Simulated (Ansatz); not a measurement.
**What a trial cell of LiF2 relaxes into**

Theory: DFT PBE, scalar-relativistic, plane waves, PAW in Ansatz. Cutoff 420 eV, Γ-centred k mesh, Gaussian smearing, collinear spin, first started from parallel moments.

LiF2 was placed on the ThSi2 structure type (I4_1/amd, No. 141), with Li in place of Th, F in place of Si, at a guessed volume.

```xyz
6
Lattice="-1.6929 1.6929 5.8862 1.6929 -1.6929 5.8862 1.6929 1.6929 -5.8862" Properties=species:S:1:pos:R:3 pbc="T T T"
Li    0.0000    0.0000    0.0000
Li    0.0000    1.6929    2.9431
F     0.0000    0.0000    4.9032
F     1.6929    0.0000    1.9601
F     1.6929    0.0000    3.9261
F     0.0000    0.0000    6.8692
```

Cell and atoms relax at zero pressure; the relaxation can't lower the symmetry of the start. After a coarse first stage the cell is made exact in the group found at 0.06 Å.

Energies over the elements count from the elements' standard structures at the same level (F₂ as a molecule), with no empirical corrections.

Which crystal results?

It keeps I4_1/amd (No. 141), but not the shape of the type it started on. Conventional cell: a = 2.780 Å, c = 19.567 Å. Around Li lie 8 F at 2.19 Å and 4 Li at 2.78 Å; F is coordinated by 1 F at 1.93 Å and 4 Li at 2.19 Å.

Space group I4_1/amd:1 (No. 141). a = 2.780 Å, b = 2.780 Å, c = 19.567 Å, α = 90.00°, β = 90.00°, γ = 90.00°
```
atom site symmetry x y z
  Li    4a      -4m2  0.0000  0.0000  0.0000
   F    8e      2mm.  0.0000  0.0000  0.4508
```

What are its volume, energy, gap and moment?

The volume per atom is 12.6 Å³, the density is 2.0 g/cm³ and the energy over the elements is -1.766 eV/atom. The gap on the 14×14×14 mesh is 0.77 eV, the net moment per atom is 0.33 μB and the largest site moment is 0.47 μB.

The final run used a 14×14×14 mesh on its 6-atom cell and 0.02 eV smearing. No dispersion correction is applied, so the spacing between layers, chains or molecules is poorly fixed, and with it the volume and density. A structure relaxed within its symmetry needn't be a true minimum.

Cost: 2 runs of about 15 core-minutes in all, on Arm Neoverse V2 (shared hosts).